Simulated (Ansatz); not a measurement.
## C4H6O2, SMILES C#COC(C)O: a ranking of conformers, step by step

Program: the Python package of Ansatz (0.2.0).

Run as a notebook:

**Cell 1**
```python
import ansatz as az
from rdkit import Chem
from rdkit.Chem import AllChem

BASIS = "cc-pVDZ"
XC = "r2SCAN"
DISPERSION = "d3bj"

rd = Chem.AddHs(Chem.MolFromSmiles("C#COC(C)O"))
ids = list(AllChem.EmbedMultipleConfs(rd, numConfs=20, randomSeed=68, pruneRmsThresh=0.4))
field = [energy for _, energy in AllChem.MMFFOptimizeMoleculeConfs(rd)]
distinct = {round(e, 2): i for i, e in zip(ids, field)}
chosen = sorted(distinct.items())[:3]
found = []
for force_field, index in chosen:
    mol = az.Crystal.molecule()
    for atom, xyz in zip(rd.GetAtoms(), rd.GetConformer(index).GetPositions()):
        mol = mol.atom(atom.GetSymbol(), xyz.round(5).tolist())
    model = (
        mol.calculation()
        .basis(gaussian=BASIS)
        .functional(XC, dispersion=DISPERSION)
    )
    found.append(model.run(threads=1, backend="cpu").report["free_energy_ev"])
print("conformer   MMFF (kcal/mol)   this level (eV)")
for (force_field, index), e in zip(chosen, found):
    print(f"{index:9d} {force_field - chosen[0][0]:17.2f} {(e - min(found)):17.3f}")
```
Output:
```text
DeckWarning: the engine holds no damping parameters fitted to this dispersion correction and functional, so the run takes those fitted to r2scan beside the three-body term, which d3bj leaves out (hamiltonian.dispersion, under Limitations)
conformer   MMFF (kcal/mol)   this level (eV)
        0              0.00             0.000
        1              0.59             0.088
```

Reading the output:
- Warnings are shown shortened and without file and line.
- The conformers keep their force-field geometries.
- A dispersion term here runs with damping parameters fitted for another variant or functional.
- It ran for 14 s on 1 thread of Arm Neoverse V1, on a shared host, peak memory 0.29 GiB.

(Lines on the test bed's own set-up are left out of the output.)
